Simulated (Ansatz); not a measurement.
**CHOSi (sextet): from Hartree-Fock to the top rungs, def2-QZVPP**

The task here is to estimate one member of a computed series from the others.

Method: def2-QZVPP, core rule «outside noble gas», up to 7 orbitals frozen; program: Ansatz 0.2.0, Gaussian basis.

Plan: UHF; ROHF; CCSD(T) on UHF.

## The system

The geometry is a PBE0/def2-TZVP stationary point (not a proven minimum) of the parent state, kept for this charge and spin.

4 atoms, charge 0, spin multiplicity 6.

Atoms are counted from 1 here; the program's logs count them from 0.

Bond lengths: C1–Si2 1.820 Å, C1–H4 1.084 Å, Si2–O3 1.530 Å. Angles: Si2–C1–H4 150.6°, C1–Si2–O3 122.3°.

Set-up of the first run:

File in.yaml:

```yaml
crystal:
  periodic: [false, false, false]
  atoms:
    - {symbol: C, position_ang: [0.000000, -0.231556, 1.642911]}
    - {symbol: Si, position_ang: [0.000000, 0.419511, -0.056146]}
    - {symbol: O, position_ang: [0.000000, -0.495400, -1.281834]}
    - {symbol: H, position_ang: [0.000000, -1.066454, 2.334393]}
basis:
  gaussian: {orbitals: "def2-QZVPP.json"}
magnetization: {spin_polarized: true, initial_magnetization: 5}
hamiltonian: {xc: hf}
output: {orbitals: {seedname: orbitals}}
```

Command:

```sh
$ ansatz run in.yaml --threads 1 --pin off --events-out ev --progress --plain --max-ram 2393MiB
```

Among the steps run: UHF; ROHF; CCSD(T) on UHF.

One table of the session follows, with a row left open; its other results are not shown here.

It belongs to the step «Misses and costs». 

```
  method  from UCCSD(T) (kJ/mol)
    ROHF                       ?
     UHF                 +1110.0
    UMP2                  +125.2
   UCCSD                   +38.3
UCCSD(T)                       0
```

Q: Estimate the row for ROHF from the others.

As computed: from UCCSD(T) (kJ/mol): +1146.1. In the column «from UCCSD(T) (kJ/mol)» it is the highest.
